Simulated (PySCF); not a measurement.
**SiN₂: structure of the singlet**

Aim: relax SiN₂ as a singlet from a linear start, check by its vibrations whether the end is a minimum, and collect its spectrum and constants.

Method: PBE0, basis Si def2-TZVP, N def2-TZVP, no relativity, density fitting; program: PySCF 2.14.0.

**1. The starting structure**

3 atoms, charge 0, spin multiplicity 1.

Bond lengths: Si1–N2 1.670 Å, Si1–N3 1.670 Å. Angles: N2–Si1–N3 180.0°.

```xyz
3
charge 0 multiplicity 1
Si    0.0000    0.0000    0.0000
N     0.0000    0.0000    1.6700
N     0.0000    0.0000   -1.6700
```

**2. Finding the electronic state**

The steps below are one call of a driver around PySCF. For each, scf.py gives the equivalent set-up of the SCF; relaxations use the driver's own optimiser. After this first run the driver tries any further starts and a stability analysis.

scf.py reads:

```python
from pyscf import gto, scf, dft
mol = gto.M(atom='''
Si     0.000000     0.000000     0.000000
N      0.000000     0.000000     1.670000
N      0.000000     0.000000    -1.670000''',
    basis={'Si': 'def2-TZVP', 'N': 'def2-TZVP'},
    charge=0, spin=0)
mf = dft.RKS(mol, xc='PBE0')
mf.grids.atom_grid = (50, 194)
aux = {'Si': 'def2-universal-JKFIT', 'N': 'def2-universal-JKFIT'}
mf = mf.density_fit(auxbasis=aux)
mf.conv_tol = 1e-08
mf.diis_space = 10
mf.max_cycle = 60
mf.init_guess = 'minao'
mf.verbose = 4
mf.kernel()
```

Run with:

```
$ OMP_NUM_THREADS=2 python axn.py task.json out
```

Log:

```text
init E= -398.560699532507
cycle= 1 E= -398.492722578053  delta_E= 0.068  |g|= 0.318  |ddm|= 1.82
  HOMO = -0.281167562678736  LUMO = -0.222149730536902  gap/eV = 1.60596
cycle= 2 E= -398.411324344085  delta_E= 0.0814  |g|= 0.658  |ddm|= 0.763
  HOMO = -0.31323893573085  LUMO = -0.251734816666247  gap/eV = 1.67361
cycle= 3 E= -398.524083544128  delta_E= -0.113  |g|= 0.0428  |ddm|= 0.481
  HOMO = -0.303480688392989  LUMO = -0.240153577629183  gap/eV = 1.72322
cycle= 4 E= -398.524466510822  delta_E= -0.000383  |g|= 0.0141  |ddm|= 0.0482
  HOMO = -0.306422156400559  LUMO = -0.242276366024623  gap/eV = 1.74550
cycle= 5 E= -398.524517370105  delta_E= -5.09e-05  |g|= 0.000943  |ddm|= 0.0114
  HOMO = -0.306447438246636  LUMO = -0.242139032257381  gap/eV = 1.74992
cycle= 6 E= -398.524518167605  delta_E= -7.97e-07  |g|= 0.000185  |ddm|= 0.00211
  HOMO = -0.306442904484503  LUMO = -0.242118945763242  gap/eV = 1.75034
cycle= 7 E= -398.524518179838  delta_E= -1.22e-08  |g|= 3.2e-05  |ddm|= 0.00026
  HOMO = -0.306447878431618  LUMO = -0.242121429874008  gap/eV = 1.75041
cycle= 8 E= -398.524518180177  delta_E= -3.39e-10  |g|= 2.04e-06  |ddm|= 4.03e-05
  HOMO = -0.306447835905224  LUMO = -0.242121215477223  gap/eV = 1.75042
Extra cycle  E= -398.524518180177  delta_E= 1.14e-13  |g|= 2.69e-06  |ddm|= 4.64e-06
converged SCF energy = -398.524518180177
```

This step, with its further starts and checks, took 4.6 s on 2 threads of Arm Neoverse V2, shared host.

The starts that the driver tried:

```tsv
start	energy (Eh)
the minimal-basis guess	-398.524518
a thermally smeared density	-398.524518
a smeared PBE density	-398.524518
```

No lower closed-shell solution turned up from the other starts or in the test of internal stability.

**3. Relaxation: linear start, singlet**

The program finds D∞h symmetry in the start, which this walk keeps. The walk stops when the largest gradient is under 0.0003 Eh/bohr and the energy has settled too.

Edit scf.py of step 2 so:

```diff
@@ -15 +14,0 @@
-mf.init_guess = 'minao'
```

Energy and gradient, step by step:

```tsv
step	energy (Eh)	change (kJ/mol)	largest symmetric gradient (Eh/bohr)
0	-398.524518	0.00	0.03139
1	-398.526967	-6.43	0.01043
2	-398.527207	-7.06	0.00120
3	-398.527211	-7.07	0.00004
```

The walk took 2.7 s.

It settles in D∞h symmetry, 7.1 kJ/mol below the start, after 3 steps: Si–N 1.626 Å (×2); N–Si–N 180.0°.

**4. Hessian and properties**

The point is checked on the finer grid, and tightened if its gradient asks for it. The Hessian and the dipole derivatives come from central differences of analytic gradients, with steps of 0.02 bohr.

Edit scf.py of step 3 so:

```diff
@@ -3,3 +3,3 @@
-Si     0.000000     0.000000     0.000000
-N      0.000000     0.000000     1.670000
-N      0.000000     0.000000    -1.670000''',
+Si     0.000000     0.000000    -0.000000
+N      0.000000     0.000000     1.626273
+N     -0.000000     0.000000    -1.626273''',
@@ -9 +9 @@
-mf.grids.atom_grid = (50, 194)
+mf.grids.atom_grid = (75, 302)
@@ -12 +12 @@
-mf.conv_tol = 1e-08
+mf.conv_tol = 1e-10
```

The driver hands on the density of the step before, so the log starts near convergence.

SCF at the final geometry:

```text
init E= -398.527224662883
  HOMO = -0.309476222156075  LUMO = -0.244739473456459  gap/eV = 1.76158
cycle= 1 E= -398.527224662883  delta_E= -1.71e-13  |g|= 1.96e-06  |ddm|= 1.89e-06
  HOMO = -0.309476393929334  LUMO = -0.244739640059617  gap/eV = 1.76158
Extra cycle  E= -398.527224662842  delta_E= 4.14e-11  |g|= 1.25e-05  |ddm|= 7.03e-06
converged SCF energy = -398.527224662842
```

The whole step took 11 s.

Geometry: D∞h; Si–N 1.626 Å (×2); N–Si–N 180.0°.

Modes, for the most abundant isotopes:

```
ω (cm⁻¹)  IR (km/mol)  μ (u)
     112         52.5  18.67
     212         35.8  18.67
     898          0.0  14.00
    1113          177  18.67
```

Every mode is real; the point is a minimum.

Here the density breaks the symmetry of the frame, and no labels are given; pairs that should be degenerate can split.

Constants and moments:

```yaml
Dipole_moment: 0.00 D
Highest_occupied_level: -8.42 eV
Lowest_empty_level: -6.66 eV
Rotational_constants: 0.2276 cm⁻¹
Zero-point_energy: 14.0 kJ/mol
Principal_polarisabilities: 28.6, 31.0, 74.0 bohr³
Atomisation_energy_without_zero-point_energy: 499 kJ/mol
Principal_traceless_quadrupole_moments_about_the_centre_of_mass: -10.47, 3.26, 7.22 D Å
Entropy_at_298.15_K_and_1_bar: 241.1 J/(mol K)
Heat_capacity_Cp_at_298.15_K: 48.1 J/(mol K)
Enthalpy_at_298.15_K_above_0_K: 12.17 kJ/mol
Rotational_symmetry_number: 2
```

Populations by atom (charges in e):

| atom | Mulliken | Löwdin | polar tensor | Mayer order to Si1 |
| --- | --- | --- | --- | --- |
| Si1 | 0.51 | 0.26 | 0.00 | – |
| N2,3 | -0.26 | -0.13 | 0.00 | 2.11 |

Outer orbital energies (eV). occupied: -101.24, -23.33, -22.35, -11.96, -9.81, -9.68, -9.32, -8.42; empty: -6.66, -2.85, -0.61, -0.55.

Mulliken populations on Si1: s 5.06, p 8.04, d 0.31, f 0.07.

**5. A spin-polarised start**

A stability analysis found the closed shell of the lowest minimum unstable towards spin polarisation, so the unrestricted solution is followed.

The program finds D∞h symmetry in the start, which may break. Threshold on the gradient: 0.0003 Eh/bohr, with a further test on the energy change.

Edit scf.py of step 4 so:

```diff
@@ -3,2 +3,2 @@
-Si     0.000000     0.000000    -0.000000
-N      0.000000     0.000000     1.626273
+Si    -0.000000     0.000000     0.000000
+N      0.000000    -0.000000     1.626273
@@ -8,2 +8,2 @@
-mf = dft.RKS(mol, xc='PBE0')
-mf.grids.atom_grid = (75, 302)
+mf = dft.UKS(mol, xc='PBE0')
+mf.grids.atom_grid = (50, 194)
@@ -12 +12 @@
-mf.conv_tol = 1e-10
+mf.conv_tol = 1e-08
```

The optimiser's trace:

```tsv
step	energy (Eh)	change (kJ/mol)	largest gradient (Eh/bohr)
0	-398.566427	0.00	0.00453
1	-398.566472	-0.12	0.00132
2	-398.566476	-0.13	0.00002
```

The walk took 3.4 s.

Geometry (Å) and forces (eV/Å) at some steps:

```
step 0
Si   0.000   0.000   0.000   0.000   0.000   0.000
N    0.000   0.000   1.626   0.000   0.000   0.233
N    0.000   0.000  -1.626   0.000   0.000  -0.233
step 1
Si   0.000   0.000   0.000   0.000   0.000   0.000
N    0.000   0.000   1.634   0.000   0.000  -0.068
N    0.000   0.000  -1.634   0.000   0.000   0.068
step 2
Si   0.000   0.000   0.000   0.000   0.000   0.000
N    0.000   0.000   1.632   0.000   0.000  -0.001
N    0.000   0.000  -1.632   0.000   0.000   0.001
```

It settles in D∞h symmetry, 0.1 kJ/mol below the start, after 2 steps: Si–N 1.632 Å (×2); N–Si–N 180.0°.

**6. Is it a minimum? Harmonic modes**

The same treatment as at the point before.

Edit scf.py of step 5 so:

```diff
@@ -3,3 +3,3 @@
-Si    -0.000000     0.000000     0.000000
-N      0.000000    -0.000000     1.626273
-N     -0.000000     0.000000    -1.626273''',
+Si     0.000000     0.000000     0.000000
+N     -0.000000    -0.000000     1.632119
+N      0.000000     0.000000    -1.632119''',
@@ -9 +9 @@
-mf.grids.atom_grid = (50, 194)
+mf.grids.atom_grid = (75, 302)
@@ -12 +12 @@
-mf.conv_tol = 1e-08
+mf.conv_tol = 1e-10
```

SCF at the final geometry:

```text
init E= -398.566489558564
[... the frontier-level lines of each cycle are left out ...]
cycle= 1 E= -398.566489558564  delta_E= -1.71e-13  |g|= 1.02e-06  |ddm|= 1.02e-06
Extra cycle  E= -398.566489558555  delta_E= 9.78e-12  |g|= 4.42e-06  |ddm|= 2.87e-06
converged SCF energy = -398.566489558555  <S^2> = 1.0923259  2S+1 = 2.3171758
```

The whole step took 19 s on 2 threads of Arm Neoverse V2, shared host.

Geometry: D∞h; Si–N 1.632 Å (×2); N–Si–N 180.0°.

Harmonic modes (main isotopes):

```
ω (cm⁻¹)  IR (km/mol)     type
     148         34.0     bend
     148         34.0     bend
     874          0.0  stretch
     993          463  stretch
```

No imaginary mode, so this is a minimum.

The SCF density has lower symmetry than the nuclear frame, so the modes carry no labels; pairs that should be degenerate can split.

Constants and moments:

| Property | Result |
| --- | --- |
| Dipole moment | 0.00 D |
| Highest occupied level | -8.59 eV |
| Lowest empty level | -5.53 eV |
| Rotational constants | 0.226 cm⁻¹ |
| Zero-point energy | 12.9 kJ/mol |
| Principal polarisabilities | 32.0, 32.0, 81.8 bohr³ |
| Atomisation energy without zero-point energy | 602 kJ/mol |
| Principal traceless quadrupole moments about the centre of mass | -10.17, 5.09, 5.09 D Å |
| Entropy at 298.15 K and 1 bar | 242.0 J/(mol K) |
| Heat capacity Cp at 298.15 K | 48.9 J/(mol K) |
| Enthalpy at 298.15 K above 0 K | 12.33 kJ/mol |
| Rotational symmetry number | 2 |
| Spin squared ⟨S²⟩ | 1.092 |

Populations by atom (charges in e):

```json
{"atom": "Si1", "Mulliken": "0.50", "Löwdin": "0.26", "polar tensor": "-0.39", "spin (Mulliken)": "0.00", "Mayer order to Si1": "–"}
{"atom": "N2,3", "Mulliken": "-0.25", "Löwdin": "-0.13", "polar tensor": "0.20", "spin (Mulliken)": "0.00", "Mayer order to Si1": "2.06"}
```

Outer orbital energies (eV). α occupied: -101.18, -23.24, -22.27, -11.93, -10.41, -9.77, -9.42, -8.59; empty: -5.53, -2.83, -0.91, -0.11. β occupied: -101.18, -23.24, -22.27, -11.93, -10.41, -9.77, -9.42, -8.59; empty: -5.53, -2.83, -0.91, -0.11.

Mulliken populations on Si1: s 5.07, p 8.08, d 0.29, f 0.07.

**7. The points found, side by side**

| spin | group | bonds | imaginary modes (cm⁻¹) | ΔE (kJ/mol) | with zero-point energy |
| --- | --- | --- | --- | --- | --- |
| broken-symmetry (Ms = 0) | D∞h (density of lower symmetry) | Si–N 1.632 Å (×2) | none | 0.0 | 0.0 |
| singlet | D∞h (density of lower symmetry) | Si–N 1.626 Å (×2) | none | 103.1 | 104.1 |

**8. What came out**

```
                                          quantity                             value
                                           minimum     broken-symmetry (Ms = 0), D∞h
                                          geometry  Si–N 1.632 Å (×2); N–Si–N 180.0°
                                wavenumbers (cm⁻¹)                148, 148, 874, 993
                                     dipole moment                            0.00 D
highest occupied, lowest empty level (either spin)                   -8.59, -5.53 eV
                        polar-tensor charge of Si1                           -0.39 e
                                 zero-point energy                       12.9 kJ/mol
                               entropy at 298.15 K                   242.0 J/(mol K)
         atomisation energy (no zero-point energy)                        602 kJ/mol
                                              ⟨S²⟩                             1.092
```

In words: The molecule stays D∞h, as typed, and the end point is a minimum. The determinant is spin-contaminated (⟨S²⟩ = 1.09 against 0.00), so it is no pure spin state. In the infrared the band at 993 cm⁻¹ (stretch) leads. Only this shape and spin were tried, so other structures or states may lie lower. The SCF density has lower symmetry than the nuclear frame.

The search up to here took 44 s.
